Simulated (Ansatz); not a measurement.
# SiH₃Cl (built from SMILES Cl.[SiH2]): single points off equilibrium

An exercise on one series of results from a longer session: the logs are not shown, and one member is left open.

Program: Ansatz 0.2.0, Gaussian basis. Level of theory: single points in def2-TZVPP. These are calculated values, not measurements.

Cores are frozen in the correlated methods.

## Starting geometry

5 atoms, charge 0, spin multiplicity 1.

Atoms are counted from 1 here; the program's logs count them from 0.

Bond lengths: Si1–H2 1.569 Å, Si1–H4 1.462 Å, Si1–H5 1.404 Å. Angles: H2–Si1–H4 117.4°, H2–Si1–H5 130.1°, H4–Si1–H5 108.2°.

As a file:

```
atom     x (Å)     y (Å)     z (Å)
 Si1   0.07960   0.59000   0.10150
  H2   0.67180  -0.43070  -0.93230
 Cl3  -0.05020  -1.89510  -0.74650
  H4   0.52840   0.47940   1.48880
  H5  -1.14020   1.28590   0.08840
```

Set-up of the first run:

run/in.yaml reads:

```yaml
crystal:
  periodic: [false, false, false]
  atoms:
    - {symbol: Si, position_ang: [0.079600, 0.590000, 0.101500]}
    - {symbol: H, position_ang: [0.671800, -0.430700, -0.932300]}
    - {symbol: Cl, position_ang: [-0.050200, -1.895100, -0.746500]}
    - {symbol: H, position_ang: [0.528400, 0.479400, 1.488800]}
    - {symbol: H, position_ang: [-1.140200, 1.285900, 0.088400]}
basis:
  gaussian: {orbitals: def2-TZVPP}
correlation: {method: ccsd_t}
output: {forces: true}
```

The command line of these runs was not kept.

Among the steps run: CCSD(T)/def2-TZVPP; PBE0-D4/def2-TZVPP; wB97M-V/def2-TZVPP; r2SCAN-D4/def2-TZVPP; PBE-D4/def2-TZVPP; r2SCANh-D4/def2-TZVPP; LC-wPBE/def2-TZVPP.

One table of the session follows, with a row left open; its other results are not shown here.

```
    method  RMS force component (eV/Å)  angle to CCSD(T) forces (°)  dipole (D)
   CCSD(T)                       0.886                    reference        2.95
   PBE0-D4                       0.898                          4.4        3.10
   wB97M-V                           ?                            ?           ?
 r2SCAN-D4                       0.905                          2.7        2.91
    PBE-D4                       0.930                          8.2        2.71
r2SCANh-D4                       0.896                          1.8        3.03
   LC-wPBE                       0.905                          7.6        3.52
```

**Question.** Estimate the row for wB97M-V.

The run gave: RMS force component (eV/Å): 0.861; angle to CCSD(T) forces (°): 4.2; dipole (D): 3.30. In the column «RMS force component (eV/Å)» it is the lowest.

Caveats from the session: The reference is not at the basis limit: in triple zeta CCSD(T) underbinds, which counts against methods that bind more; the gaps are no ranking.
